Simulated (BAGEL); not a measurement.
# PH (SMILES [PH]) at FCI/STO-3G (density fitting with cc-pvqz-jkfit)

Aim: the energy change on altering one bond length of PH at FCI/STO-3G (density fitting with cc-pvqz-jkfit), from 2 runs. 

The results are computed with BAGEL 1.2.2.

2 further runs of the same task are left out: 2 set aside as unsound or not needed.

## (1) The structure to begin with

PH has 2 atoms, charge 0, and is taken as a triplet. As SMILES, `[PH]`. The coordinates come from a PBE0-D4/def2-TZVP relaxation.

Bond lengths: P1–H2 1.428 Å.

## (2) The energy at FCI/STO-3G (density fitting with cc-pvqz-jkfit)

job.json

```json
{ "bagel" : [

{
  "title" : "molecule",
  "basis" : "sto-3g",
  "df_basis" : "cc-pvqz-jkfit",
  "angstrom" : true,
  "geometry" : [
    { "atom" : "P", "xyz" : [       0.000000,       0.000000,      -0.014610 ] },
    { "atom" : "H", "xyz" : [       0.000000,       0.000000,       1.413680 ] }
  ]
},

{
  "title" : "hf"
},

{
  "title" : "fci",
  "nstate" : 1,
  "ncore" : 5,
  "nspin" : 2
}

]}
```

Started as:

```sh
$ BAGEL_NUM_THREADS=1 BAGEL job.json > job.out
```

The log of the run:

```text
* using 1 threads per process

  ===============================================================
  ===============================================================

  *** Geometry ***

  { "atom" : "P", "xyz" : [      0.000000,      0.000000,     -0.027609 ] },
  { "atom" : "H", "xyz" : [      0.000000,      0.000000,      2.671468 ] },

  Number of auxiliary basis functions:      199

  Since a DF basis is specified, we compute 2- and 3-index integrals:
    o Being stored without compression. Storage requirement is 0.000 GB

  Number of basis functions:       10
  Number of electrons      :       16

    * METHOD: MOLECULE                             0.02

  *** RHF ***

  === Nuclear Repulsion ===
     5.5574555308

      * DIIS with orbital gradients will be used.

  === RHF iteration (sto-3g) ===
      0       -337.34696954          0.00568509           0.00
      1       -337.34804264          0.00049137           0.00
      2       -337.34805233          0.00006360           0.00
      3       -337.34805254          0.00000334           0.00
      4       -337.34805254          0.00000007           0.00
      5       -337.34805254          0.00000000           0.00
    * SCF iteration converged.

    * Permanent dipole moment:
           (    0.000000,    -0.000000,    -0.088210) a.u.

    * METHOD: HF                                   0.02

  ---------------------------
        FCI calculation
  ---------------------------

  Performs exactly the same way as Knowles & Handy 1984 CPL

  o alpha-beta strings
      length:            15
  o size of the space
      determinant space:  50
      spin-adapted space: 45

  o single displacement lists (alpha)
      length:            40
  o single displacement lists (beta)
      length:            80

     guess   0:   closed 11...                open ..11.

  === FCI iteration ===

      0  0      -337.43787644     2.42e-02      0.00
      1  0      -337.46250811     2.50e-03      0.00
      2  0      -337.46288682     4.28e-04      0.00
      3  0      -337.46289515     6.19e-05      0.00
      4  0      -337.46289537     7.47e-06      0.00
      5  0      -337.46289537     1.12e-06      0.00
      6  0      -337.46289537     1.78e-07      0.00
      7  0      -337.46289537     3.45e-09      0.00
      8  0 *    -337.46289537     2.48e-11      0.00

     * ci vector, state   0, <S^2> = 2.0000
       22aa.    -0.9887043208
       2.aa2     0.1076092518

    * METHOD: FCI                                  0.00

  ===============================================================
```

It took 0.2 s on 1 thread of Arm Neoverse V2, shared host.

## (3) The distorted shape, same level

calc.json

```json
{ "bagel": [

{
  "title": "molecule",
  "basis": "sto-3g",
  "df_basis": "cc-pvqz-jkfit",
  "angstrom": true,
  "geometry": [
    { "atom": "P", "xyz": [       0.000000,       0.000000,      -0.228820 ] },
    { "atom": "H", "xyz": [       0.000000,       0.000000,       1.413680 ] }
  ]
},

{
  "title": "hf"
},

{
  "title": "fci",
  "nstate": 1,
  "ncore": 5,
  "nspin": 2
}

]}
```

Started as:

```sh
$ BAGEL_NUM_THREADS=1 BAGEL calc.json > calc.out
```

The log of the run:

```text
* using 1 threads per process

  ===============================================================
  ===============================================================

  *** Geometry ***

  { "atom" : "P", "xyz" : [      0.000000,      0.000000,     -0.432407 ] },
  { "atom" : "H", "xyz" : [      0.000000,      0.000000,      2.671468 ] },

  Number of auxiliary basis functions:      199

  Since a DF basis is specified, we compute 2- and 3-index integrals:
    o Being stored without compression. Storage requirement is 0.000 GB

  Number of basis functions:       10
  Number of electrons      :       16

    * METHOD: MOLECULE                             0.02

  *** RHF ***

  === Nuclear Repulsion ===
     4.8326685906

      * DIIS with orbital gradients will be used.

  === RHF iteration (sto-3g) ===
      0       -337.32250276          0.00382721           0.00
      1       -337.32290762          0.00057283           0.00
      2       -337.32292573          0.00007454           0.00
      3       -337.32292605          0.00000182           0.00
      4       -337.32292605          0.00000005           0.00
      5       -337.32292605          0.00000000           0.00
    * SCF iteration converged.

    * Permanent dipole moment:
           (    0.000000,     0.000000,     0.077822) a.u.

    * METHOD: HF                                   0.02

  ---------------------------
        FCI calculation
  ---------------------------

  Performs exactly the same way as Knowles & Handy 1984 CPL

  o alpha-beta strings
      length:            15
  o size of the space
      determinant space:  50
      spin-adapted space: 45

  o single displacement lists (alpha)
      length:            40
  o single displacement lists (beta)
      length:            80

     guess   0:   closed 11...                open ..11.

  === FCI iteration ===

      0  0      -337.41275628     2.53e-02      0.00
      1  0      -337.44673308     3.31e-03      0.00
      2  0      -337.44748868     6.08e-04      0.00
      3  0      -337.44751336     1.52e-04      0.00
      4  0      -337.44751450     2.31e-05      0.00
      5  0      -337.44751454     7.09e-06      0.00
      6  0      -337.44751454     9.47e-07      0.00
      7  0      -337.44751454     9.48e-09      0.00
      8  0      -337.44751454     1.12e-10      0.00
      9  0 *    -337.44751454     1.34e-11      0.00

     * ci vector, state   0, <S^2> = 2.0000
       22aa.     0.9793420517
       2.aa2    -0.1605050314

    * METHOD: FCI                                  0.00

  ===============================================================
```

It took 0.2 s on 1 thread of Arm Neoverse V2, shared host.

## (4) Summary of results

Level: FCI/STO-3G (density fitting with cc-pvqz-jkfit), 5 core orbitals frozen.

| quantity | value |
| --- | --- |
| first shape: total energy | -337.46290 Eh |
| distorted shape: total energy | -337.44751 Eh |
| energy change with the P1–H2 bond stretched from 1.428 to 1.643 Å | 0.419 eV |

What this shows: With the P1–H2 bond stretched from 1.428 to 1.643 Å the energy rises by 0.42 eV (40.4 kJ/mol). The first shape isn't relaxed at this level, so the change isn't measured from a minimum. The minimal basis adds a large error of its own.
